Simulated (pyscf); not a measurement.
H₂Si=S + hydrogen (H₂) → :HSi–SH [singlet] + hydrogen (H₂), a concerted two-bond exchange (singlet surface; H–Si, H–H broken, H–S, H–H formed). Optimised with ωB97X-D3(BJ)/def2-SVP in PySCF. Energies in kJ/mol from the separated reactants.

Small-basis levels: PySCF, no dispersion term, spherical d functions. 

Q: Quick B3LYP/LANL2DZ single points give ΔE‡ = 218.1 kJ/mol and ΔE = +47.4 kJ/mol. What does ωB97M-D3(BJ)/def2-TZVP give, and how far is the quick result from it?

A: ωB97M-D3(BJ)/def2-TZVP gives ΔE‡ = 216.2 kJ/mol and ΔE = +38.7 kJ/mol. B3LYP/LANL2DZ lies 1.9 kJ/mol over it in the barrier and 8.6 kJ/mol over it in the reaction energy, so on this step it holds to within 12.6 kJ/mol. ωB97M-D3(BJ)/def2-TZVP has limits of its own. The same reactants have a lower exit, to H₃Si–SH (barrier +90.8 kJ/mol at ωB97M-D3(BJ)/def2-TZVP, against +216.2 kJ/mol here). One saddle was located; it need not be the lowest between these sides.
